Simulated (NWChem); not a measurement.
All runs are NWChem calculations. System: formic acid (CH₂O₂), charge 0, spin multiplicity 1, optimised in this run. Level: PBE0/def2-SVP.

The NWChem input:

```
start mol
memory heap 200 mb stack 800 mb global 1000 mb
geometry units angstroms
  O     -0.827970     0.732317     0.000000
  C      0.372594     0.178274     0.000000
  O      0.596273    -0.993288     0.000000
  H     -1.523421     0.052272     0.000000
  H      1.141429     0.965852     0.000000
  symmetry group Cs
end
basis spherical
  * library def2-svp
end
dft
  xc pbe0
  semidirect memsize 60000000 filesize 0
  iterations 100
end
driver
  maxiter 80
end
task dft optimize
task dft freq
```

Output (cleaned and shortened):

```
             Northwest Computational Chemistry Package (NWChem) 7.3.0
             --------------------------------------------------------

                                NWChem Input Module
                                -------------------

 Scaling coordinates for geometry "geometry" by  1.889725989
 (inverse scale =  0.529177249)

 Turning off AUTOSYM since
 SYMMETRY directive was detected!

          ------
          auto-z
          ------

                             Geometry "geometry" -> ""
                             -------------------------

 Output coordinates in angstroms (scale by  1.889725989 to convert to a.u.)

  No.       Tag          Charge          X              Y              Z
 ---- ---------------- ---------- -------------- -------------- --------------
    1 O                    8.0000    -0.82796983     0.73231700     0.00000000
    2 C                    6.0000     0.37259417     0.17827400     0.00000000
    3 O                    8.0000     0.59627317    -0.99328800     0.00000000
    4 H                    1.0000    -1.52342083     0.05227200     0.00000000
    5 H                    1.0000     1.14142917     0.96585200     0.00000000

 Effective nuclear repulsion energy (a.u.)      70.7463985103

            Nuclear Dipole moment (a.u.)
            ----------------------------
        X                 Y               Z
 ---------------- ---------------- ----------------
     0.0000000000    -0.0000000000     0.0000000000

      Symmetry information
      --------------------

 Group name             Cs
 Group number              2
 Group order               2
 No. of unique centers     5

      Symmetry unique atoms

     1    2    3    4    5


 Summary of "ao basis" -> "" (spherical)
 ------------------------------------------------------------------------------
       Tag                 Description            Shells   Functions and Types
 ---------------- ------------------------------  ------  ---------------------
 *                          def2-svp                  on all atoms

                           NWChem Geometry Optimization
                           ----------------------------

 maximum gradient threshold         (gmax) =   0.000450
 rms gradient threshold             (grms) =   0.000300
 maximum cartesian step threshold   (xmax) =   0.001800
 rms cartesian step threshold       (xrms) =   0.001200
 fixed trust radius                (trust) =   0.300000
 maximum step size to saddle      (sadstp) =   0.100000
 energy precision                  (eprec) =   5.0D-06
 maximum number of steps          (nptopt) =   80
 initial hessian option           (inhess) =    0
 line search option               (linopt) =    1
 hessian update option            (modupd) =    1
 saddle point option              (modsad) =    0
 initial eigen-mode to follow     (moddir) =    0
 initial variable to follow       (vardir) =    0
 follow first negative mode     (firstneg) =    T
 apply conjugacy                    (opcg) =    F
 source of zmatrix                         =   autoz

          -------------------
          Energy Minimization
          -------------------

 Names of Z-matrix variables
    1              2              3              4              5
    6              7              8              9             10

 Variables with the same non-blank name are constrained to be equal

 Using diagonal initial Hessian
 Scaling for Hessian diagonals: bonds = 1.00  angles = 0.25  torsions = 0.10

          --------
          Step   0
          --------

                         Geometry "geometry" -> "geometry"
                         ---------------------------------

 Output coordinates in angstroms (scale by  1.889725989 to convert to a.u.)

  No.       Tag          Charge          X              Y              Z
 ---- ---------------- ---------- -------------- -------------- --------------
    1 O                    8.0000    -0.82796983     0.73231700     0.00000000
    2 C                    6.0000     0.37259417     0.17827400     0.00000000
    3 O                    8.0000     0.59627317    -0.99328800     0.00000000
    4 H                    1.0000    -1.52342083     0.05227200     0.00000000
    5 H                    1.0000     1.14142917     0.96585200     0.00000000

 Effective nuclear repulsion energy (a.u.)      70.7463985103

            Nuclear Dipole moment (a.u.)
            ----------------------------
        X                 Y               Z
 ---------------- ---------------- ----------------
     0.0000000000    -0.0000000000     0.0000000000

      Symmetry information
      --------------------

 Group name             Cs
 Group number              2
 Group order               2
 No. of unique centers     5

      Symmetry unique atoms

     1    2    3    4    5

                                 NWChem DFT Module
                                 -----------------

 Summary of "ao basis" -> "ao basis" (spherical)
 ------------------------------------------------------------------------------
       Tag                 Description            Shells   Functions and Types
 ---------------- ------------------------------  ------  ---------------------
 O                          def2-svp                 6       14   3s2p1d
 C                          def2-svp                 6       14   3s2p1d
 H                          def2-svp                 3        5   2s1p

 Summary of "ao basis" -> "ao basis" (spherical)
 ------------------------------------------------------------------------------
       Tag                 Description            Shells   Functions and Types
[...]
   14    2.61180D+00  2.52071D+00  5.69077D-09 -3.63541D+01 -4.84509D+01 -5.31447D-08 -5.02499D+00 -9.61102D+00  5.39813D-08  3.97324D+00
   15    1.35786D-08 -5.21584D-08  2.68856D+00  1.95010D-08 -1.01544D-07 -1.87905D+01 -1.22212D-08  7.20402D-08  5.43901D+00  1.32824D-07

              11           12           13           14           15
   ----- ----- ----- ----- -----
   11    2.86882D+02
   12   -1.30795D-09  1.51782D+01
   13    2.25747D+00  4.76770D-08  2.04137D+02
   14    4.33973D-01 -1.48461D-07  1.31085D+02  1.94998D+02
   15    1.09415D-07  6.42916D+00  6.19993D-08  7.44463D-08  2.60310D+01


 ----------------------------------------------------------------------------
 Normal Eigenvalue ||         Derivative Dipole Moments (debye/angs)
  Mode   [cm**-1]  ||      [d/dqX]             [d/dqY]           [d/dqZ]
 ------ ---------- || ------------------ ------------------ -----------------
    1       -4.486 ||       0.009               0.009             0.000
    2        1.839 ||      -0.005              -0.005             0.000
    3        2.506 ||       0.000               0.000            -0.016
    4        6.279 ||      -0.000              -0.000            -0.233
    5       11.839 ||      -0.160              -0.147            -0.000
    6       29.095 ||      -0.000              -0.000             0.012
    7      643.858 ||      -1.141              -0.117            -0.000
    8      714.977 ||      -0.000               0.000             1.901
    9     1068.020 ||       0.000              -0.000             0.099
   10     1178.655 ||       2.111              -0.883             0.000
   11     1330.968 ||       0.828              -0.008             0.000
   12     1412.473 ||       0.413               0.135             0.000
   13     1908.659 ||      -1.472               2.478            -0.000
   14     3069.734 ||      -0.720              -0.834             0.000
   15     3782.050 ||       1.098               0.692             0.000
 ----------------------------------------------------------------------------

 ----------------------------------------------------------------------------
 Normal Eigenvalue ||                 Infra Red Intensities
  Mode   [cm**-1]  || [atomic units] [(debye/angs)**2] [(KM/mol)] [arbitrary]
 ------ ---------- || -------------- ----------------- ---------- -----------
    1       -4.486 ||    0.000007           0.000         0.007       0.001
    2        1.839 ||    0.000002           0.000         0.002       0.000
    3        2.506 ||    0.000011           0.000         0.011       0.002
    4        6.279 ||    0.002361           0.054         2.301       0.365
    5       11.839 ||    0.002052           0.047         2.000       0.318
    6       29.095 ||    0.000007           0.000         0.006       0.001
    7      643.858 ||    0.057022           1.316        55.588       8.826
    8      714.977 ||    0.156610           3.613       152.671      24.240
    9     1068.020 ||    0.000426           0.010         0.416       0.066
   10     1178.655 ||    0.226896           5.235       221.189      35.119
   11     1330.968 ||    0.029745           0.686        28.997       4.604
   12     1412.473 ||    0.008182           0.189         7.976       1.266
   13     1908.659 ||    0.360095           8.308       351.038      55.735
   14     3069.734 ||    0.052681           1.215        51.356       8.154
   15     3782.050 ||    0.073025           1.685        71.188      11.303
 ----------------------------------------------------------------------------

        Vibrational analysis via the FX method
  --- with translations and rotations projected out ---
  --- via the Eckart algorithm                      ---
 Projected Nuclear Hessian trans-rot subspace norm:5.6311D-33
                         (should be close to zero!)

          --------------------------------------------------------
          MASS-WEIGHTED PROJECTED HESSIAN (Hartree/Bohr/Bohr/Kamu)
          --------------------------------------------------------

               1            2            3            4            5            6            7            8            9           10
   ----- ----- ----- ----- -----
    1    3.79187D+01
    2    5.35131D+00  3.10729D+01
    3    5.46988D-07 -4.42786D-07  2.75092D+00
    4   -2.32190D+01  3.53026D+00 -1.65990D-07  5.74709D+01
    5    5.79707D+00 -1.12001D+01  1.28588D-07 -1.91789D+00  9.47051D+01
    6   -1.72568D-07  1.39726D-07 -4.70771D+00  8.93688D-08 -7.32782D-08  1.66767D+01
    7   -9.23758D-01  5.14759D+00 -1.45776D-07 -1.00479D+01  7.11607D+00  4.21214D-08  7.92145D+00
    8    4.13397D+00 -2.93674D+00  1.01129D-07  6.67554D+00 -6.01987D+01 -7.86367D-09 -1.00072D+01  5.78523D+01
    9    1.94699D-07 -1.57617D-07  1.93947D+00 -6.83371D-08  5.39508D-08 -5.47487D+00 -5.09209D-08  2.99842D-08  1.90651D+00
   10   -5.84950D+01 -4.90354D+01 -5.29775D-07 -1.36115D+01 -1.11611D+01  1.01997D-07  2.83995D+00 -2.98917D-01 -1.72281D-07  2.73627D+02
   11   -6.04058D+01 -7.59583D+01  4.98904D-07  2.31228D+00  6.09579D+00 -1.41542D-07 -1.67660D-01 -1.43868D+00  1.73618D-07  2.31091D+02
   12   -1.63332D-06  1.32214D-06 -5.11910D+00  4.65823D-07 -3.57598D-07  1.81184D+00  4.38409D-07 -3.21353D-07 -1.87135D+00  1.63443D-06
   13   -8.76580D+00 -4.97183D+00 -4.95809D-07 -5.21705D+01 -3.36644D+01  1.09299D-07  3.95408D+00  6.61944D-01 -1.64697D-07 -4.94007D+00
   14    2.61477D+00  2.51673D+00  4.18484D-07 -3.63523D+01 -4.84486D+01 -1.30918D-07 -5.02746D+00 -9.61106D+00  1.48681D-07  3.95971D+00
   15   -7.25952D-07  5.87603D-07  2.67805D+00  1.59311D-07 -1.16744D-07 -1.87914D+01  1.99848D-07 -1.73843D-07  5.44141D+00  8.10475D-07

              11           12           13           14           15
   ----- ----- ----- ----- -----
   11    2.86856D+02
   12   -1.50252D-06  1.51271D+01
   13    2.24306D+00  1.51848D-06  2.04130D+02
   14    4.44552D-01 -1.25050D-06  1.31090D+02  1.94996D+02
   15   -6.88269D-07  6.46955D+00  7.35697D-07 -5.57231D-07  2.60261D+01

 center of mass
 --------------
 x =  -0.00821908 y =  -0.03033993 z =   0.00000000

 moments of inertia (a.u.)
 ------------------
          93.439790997706          61.775623923969           0.000000000000
          61.775623923969          77.464079152188           0.000000000000
           0.000000000000           0.000000000000         170.903870149894

 Rotational Constants
 --------------------
 A=   2.599090 cm-1  (  3.739427 K)
 B=   0.407469 cm-1  (  0.586243 K)
 C=   0.352246 cm-1  (  0.506792 K)

 Temperature                      =   298.15K
 frequency scaling parameter      =   1.0000

 Zero-Point correction to Energy  =   21.588 kcal/mol  (  0.034403 au)
 Thermal correction to Energy     =   23.559 kcal/mol  (  0.037543 au)
 Thermal correction to Enthalpy   =   24.151 kcal/mol  (  0.038487 au)

 Total Entropy                    =   59.203 cal/mol-K
   - Translational                =   37.387 cal/mol-K (mol. weight =  46.0055)
   - Rotational                   =   20.988 cal/mol-K (symmetry #  =        1)
   - Vibrational                  =    0.828 cal/mol-K

 Cv (constant volume heat capacity) =    8.480 cal/mol-K
   - Translational                  =    2.979 cal/mol-K
   - Rotational                     =    2.979 cal/mol-K
   - Vibrational                    =    2.521 cal/mol-K


 ----------------------------------------------------------------------------
 Normal Eigenvalue ||    Projected Derivative Dipole Moments (debye/angs)
  Mode   [cm**-1]  ||      [d/dqX]             [d/dqY]           [d/dqZ]
 ------ ---------- || ------------------ ------------------ -----------------
    1       -0.000 ||       0.116               0.106            -0.000
    2       -0.000 ||       0.000               0.000            -0.158
    3       -0.000 ||       0.000              -0.000             0.173
    4        0.000 ||      -0.000               0.000            -0.015
    5        0.000 ||      -0.097              -0.089             0.000
    6        0.000 ||       0.054               0.050             0.000
    7      643.803 ||      -1.141              -0.117             0.000
    8      714.469 ||      -0.000               0.000             1.901
    9     1068.052 ||      -0.000               0.000             0.101
   10     1178.631 ||       2.111              -0.883             0.000
   11     1330.863 ||       0.828              -0.009            -0.000
   12     1412.310 ||       0.413               0.136            -0.000
   13     1908.653 ||      -1.472               2.478            -0.000
   14     3069.734 ||      -0.720              -0.834             0.000
   15     3782.049 ||       1.098               0.692             0.000
 ----------------------------------------------------------------------------

 ----------------------------------------------------------------------------
 Normal Eigenvalue ||           Projected Infra Red Intensities
  Mode   [cm**-1]  || [atomic units] [(debye/angs)**2] [(KM/mol)] [arbitrary]
 ------ ---------- || -------------- ----------------- ---------- -----------
    1       -0.000 ||    0.001070           0.025         1.043       0.166
    2       -0.000 ||    0.001078           0.025         1.050       0.167
    3       -0.000 ||    0.001296           0.030         1.264       0.201
    4        0.000 ||    0.000009           0.000         0.009       0.001
    5        0.000 ||    0.000749           0.017         0.730       0.116
    6        0.000 ||    0.000235           0.005         0.229       0.036
    7      643.803 ||    0.057048           1.316        55.613       8.830
    8      714.469 ||    0.156588           3.613       152.650      24.237
    9     1068.052 ||    0.000443           0.010         0.432       0.069
   10     1178.631 ||    0.226855           5.234       221.150      35.113
   11     1330.863 ||    0.029751           0.686        29.003       4.605
   12     1412.310 ||    0.008204           0.189         7.998       1.270
   13     1908.653 ||    0.360086           8.307       351.030      55.734
   14     3069.734 ||    0.052679           1.215        51.354       8.154
   15     3782.049 ||    0.073029           1.685        71.192      11.303
 ----------------------------------------------------------------------------

 Task  times  cpu:       24.7s     wall:       24.7s

 Total times  cpu:       31.1s     wall:       31.1s
```
